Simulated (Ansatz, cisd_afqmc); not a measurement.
System: SO2, charge 0, singlet. SO2 (SMILES O=S=O).
B3LYP-D3(BJ)/def2-TZVP minimum from Ansatz (a quantum-chemistry and plane-wave program):
```
S
O 1 1.4386
O 1 1.4386 2 118.87
```
Charge 0, spin multiplicity 1.

Total energies in cc-pV(D+d)Z, 18 correlated electrons, 7 frozen orbitals. Open shells are spin-unrestricted; no spin-orbit coupling. Cores are frozen in correlated methods. No relativity. AFQMC is phaseless with a CISD trial state; ± is one standard error, without the phaseless bias. Outlying blocks are dropped, and bars are widened where a walk drifts. Over all cases where full CI ran beside it in this data, AFQMC minus full CI had a median of +0.1 mEh and passed +0.4 mEh in a tenth of the cases. The restricted determinant of O2S (O=S=O, singlet) is unstable towards broken spin symmetry in at least one set run.

| method | program | energy (Eh) | minus CCSDT(Q) (mEh) |
|---|---|---|---|
| HF | Ansatz | -547.20889 | 543.38 |
| MP2 | Ansatz | -547.73010 | 22.17 |
| CCSD | Ansatz | -547.72804 | 24.23 |
| CCSD(T) | Ansatz | -547.74881 | 3.46 |
| CCSDT(Q) | Ansatz | -547.75227 | 0.00 |
| AFQMC/CISD | cisd_afqmc | -547.7518 ± 0.0004 | 0.4 ± 0.4 |

Rough core times of Ansatz's runs on a shared machine: CCSD(T) under 20 s, CCSDT(Q) 30 s.
